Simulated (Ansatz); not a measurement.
# Si₂H₅ (doublet): wave-function methods side by side at distance Si1–H5 along a hydrogen transfer = 1.853 Å, cc-pVDZ

Aim: climb from Hartree-Fock through coupled cluster and multireference methods for Si₂H₅ (doublet) at one geometry and basis, and see what each rung misses.

Computed with Ansatz 0.2.0, Gaussian basis. Level: cc-pVDZ, core rule «outside noble gas», up to 10 orbitals frozen.

Plan: UHF; CCSD(T) on ROHF; CCSD(T) on UHF; BCCD(T) on ROHF; CISD; CCSDT(Q) on ROHF; CCSDT(Q) on UHF; CASSCF and MRCISD+Q, 3 electrons in 3 orbitals; CASSCF and NEVPT2, 3 electrons in 3 orbitals.

### Step 1. The system

The geometry derives from fragments relaxed apart (PBE0/def2-TZVP) and kept rigid, so it is no stationary point. A hydrogen atom is moved between rigid fragments.

7 atoms, charge 0, spin multiplicity 2.

Atoms are counted from 1 here; the program's logs count them from 0.

Bond lengths: Si1–H2 1.485 Å, Si1–H3 1.485 Å, Si1–H4 1.485 Å, Si6–H7 1.532 Å. Angles: H2–Si1–H3 109.5°, H2–Si1–H4 109.5°, H3–Si1–H4 109.5°.

As a file:

```xyz
7

Si   -1.81113    0.02436    0.00000
H    -2.30600    1.42407    0.00000
H    -2.30600   -0.67549    1.21218
H    -2.30600   -0.67549   -1.21218
H     0.04187    0.02436    0.00000
Si    1.97287    0.02436    0.00000
H     2.36931   -1.45515    0.00000
```

### Step 2. UHF

in.yaml reads:

```yaml
crystal:
  periodic: [false, false, false]
  atoms:
    - {symbol: Si, position_ang: [-1.811129, 0.024363, 0.000001]}
    - {symbol: H, position_ang: [-2.306001, 1.424071, 0.000001]}
    - {symbol: H, position_ang: [-2.306000, -0.675491, 1.212183]}
    - {symbol: H, position_ang: [-2.306001, -0.675491, -1.212182]}
    - {symbol: H, position_ang: [0.041871, 0.024363, 0.000000]}
    - {symbol: Si, position_ang: [1.972871, 0.024363, -0.000001]}
    - {symbol: H, position_ang: [2.369306, -1.455151, -0.000001]}
basis:
  gaussian: {orbitals: cc-pVDZ}
magnetization: {spin_polarized: true, initial_magnetization: 1}
hamiltonian: {xc: hf}
output: {orbitals: {seedname: orbitals}}
```

Launch:

```console
$ ansatz run in.yaml --threads 1 --pin off --events-out ev --progress --plain --max-ram 4096MiB --backend cpu
```

Further steps of the session: CCSD(T) on ROHF; CCSD(T) on UHF; BCCD(T) on ROHF; CISD; CCSDT(Q) on ROHF; CCSDT(Q) on UHF; CASSCF and MRCISD+Q, 3 electrons in 3 orbitals; CASSCF and NEVPT2, 3 electrons in 3 orbitals.

Q: Predict the results of all the runs planned. Wanted: UCCSDT(Q) below the RHF energy; RMP2 from UCCSDT(Q); UMP2 from UCCSDT(Q); RCCSD from UCCSDT(Q); RCCSD(T) from UCCSDT(Q); UCCSD(T) from UCCSDT(Q); RCCSDT(Q) from UCCSDT(Q); NEVPT2 pair from UCCSDT(Q); MRCISD+Q pair from UCCSDT(Q).

**Answer**, as computed:

| quantity | value |
| --- | --- |
| UCCSDT(Q) below the RHF energy | -6.9936 eV |
| RMP2 from UCCSDT(Q) | +38.42 kcal/mol |
| UMP2 from UCCSDT(Q) | +38.70 kcal/mol |
| RCCSD from UCCSDT(Q) | +4.94 kcal/mol |
| RCCSD(T) from UCCSDT(Q) | +1.11 kcal/mol |
| UCCSD(T) from UCCSDT(Q) | +1.10 kcal/mol |
| RCCSDT(Q) from UCCSDT(Q) | +0.01 kcal/mol |
| NEVPT2 pair from UCCSDT(Q) | +38.65 kcal/mol |
| MRCISD+Q pair from UCCSDT(Q) | +1.48 kcal/mol |
| levels within 1 kcal/mol (43 meV) | RCCSDT, UCCSDT, RCCSDT(Q) |
| T1 diagnostic | 0.019 |

In words: RCCSD(T) misses by +1.11 kcal/mol, 0.7 % of the correlation energy. Of the multireference levels listed MRCISD+Q pair comes nearest in total energy (+1.48 kcal/mol), which doesn't show that its space is the better one. These misses are within one basis, not against nature; the frozen cores of restricted and unrestricted runs differ, which can shift their rows.
